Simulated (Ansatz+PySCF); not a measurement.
A calculation with Ansatz (development build ahead of 0.2.0).

```yaml
crystal:
  periodic: [false, false, false]
  atoms:
    - { symbol: Na, position_ang: [0.0, 0.0, 0.0] }
    - { symbol: S, position_ang: [1.09699, 1.46265, 3.16674] }
basis:
  gaussian: { orbitals: STO-3G }
total_charge: 1
magnetization:
  initial_magnetization: 2
hamiltonian:
  xc: hf
correlation:
  method: ccsd_t
  frozen_orbitals: { Na: 1, S: 5 }
scf:
  omitted_lower_state_checks: [stability, starts, atomic_configurations, cluster_reference, orbital_swaps, given_window_search, neighbouring_geometries, increment]
```

The input is written out in the form of the current development build from the run's settings. Correlation on restricted open-shell orbitals is semicanonical, with singles.

The run gave:

```
Converged                                                          : yes
Reference energy                                                   : -552.92148 hartree
CCSD correlation energy                                            : -0.03924 hartree
Triples correction                                                 : -0.00164 hartree
Total energy                                                       : -552.96236 hartree
Spin squared of the determinant                                    : 2.000
T1 diagnostic                                                      : 0.005
Largest doubles amplitude                                          : 0.03
Occupied orbitals by symmetry in an Abelian subgroup (alpha; beta) : 8 A1 3 B1 3 B2; 8 A1 2 B1 2 B2
```
